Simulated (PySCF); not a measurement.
# Reproducing measurements on furan

**Measured values to compare with.**

NIST CCCBDB Release 22 (SRD 101), experimental dipoles lists, for the gas: dipole moment (microwave Stark effect) 0.66 D.

The results are set against them at the end.

Compound: furan, C4H4O.
Atom-mapped SMILES: `[cH:1]1[cH:2][cH:3][o:4][cH:5]1` (hydrogens: H6 on C1; H7 on C2; H8 on C3; H9 on C5)

Geometry (GFN2-xTB, Å), atoms numbered from 1 in this order:
```xyz
9
C4H4O angstrom
C     -0.8489    0.5497   -0.1100
C      0.5273    0.8722   -0.0092
C      1.1780   -0.3148    0.1187
O      0.3074   -1.3366    0.1035
C     -0.9182   -0.8063   -0.0352
H     -1.6665    1.2321   -0.2212
H      0.9649    1.8489   -0.0299
H      2.2173   -0.5545    0.2246
H     -1.7477   -1.4846   -0.0665
```

The PySCF runs (gas phase, on this GFN2-xTB geometry; no spin–orbit coupling):

| level | job | basis functions | wall time |
| --- | --- | --- | --- |
| PBE0/pcSseg-1 | shieldings, ring-centre shieldings, charges and field gradients | 105 | 7.3 s |
| B3LYP/pcJ-1 | spin–spin couplings from 9 perturbed nuclei | 175 | 29 s |

Hardware: an Arm Neoverse V1 with one thread (shared host).

**Comparison with experiment**

**Dipole moment.** Measured: 0.66 D (NIST CCCBDB Release 22 (SRD 101), experimental dipoles).

```csv
level,computed (D),computed − measured (D),% (from the printed values)
PBE0/pcSseg-1,0.59,-0.07,-11
B3LYP/pcJ-1,0.61,-0.05,-8
```

Closest is B3LYP/pcJ-1 (-0.05 D), furthest PBE0/pcSseg-1 (-0.07 D); one molecule doesn't rank methods. The computed dipoles belong to one fixed geometry; measured ones are averaged over vibrations unless marked μe. Magnitudes are compared, not signs.

No measured geometry was used, and the causes of the misses weren't examined.
